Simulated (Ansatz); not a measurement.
bcc Rb was calculated with LC-ωPBE (Ansatz, a program for electronic structure, PAW).

Numerical settings: plane-wave cutoff 460 eV, 8×8×8 k mesh, Fermi–Dirac smearing 0.05 eV, scalar-relativistic PAW data made under PBE.

Energies at three volumes about the minimum:

```csv
V (Å³/atom),E − E_lowest (meV/atom)
98.180,0.64
101.297,0.00
103.830,0.55
```

Question: Fit a parabola by hand: where is the minimum, what lattice constant follows, and what is the bulk modulus?

Answer: Slopes: (0.00 − 0.64)/(101.297 − 98.180) = -0.205 and (0.55 − 0.00)/(103.830 − 101.297) = 0.217 meV/Å³. Curvature E″ = 2 × (0.217 − (-0.205))/(103.830 − 98.180) = 0.149 meV/Å⁶. From the middle of the first interval, the slope vanishes at V0 = 99.7385 − (-0.205)/0.149 = 101.114 Å³/atom. B = V0 E″ = 101.114 × 0.149 meV/Å³ × 0.1602 GPa per meV/Å³ = 2.41 GPa. With 2 atoms in the cube, a = (2 × 101.114)^(1/3) = 5.870 Å. The full Birch–Murnaghan fit to all volumes gives V0 = 101.048 Å³/atom and B0 = 2.41 GPa.

Measured, for comparison: bulk modulus 2.92 GPa (corrected for temperature and zero-point phonon effects, our sources range from 2.92 to 3.60; as tabulated in Levämäki et al. (2014), arXiv:1402.3671); lattice constant a 5.576 Å (low-temperature or extrapolated to 0 K; zero-point anharmonic expansion removed; as tabulated in Csonka et al. (2009), arXiv:0903.4037). Computed (rounded) less measured: bulk modulus not scored (sources differ).
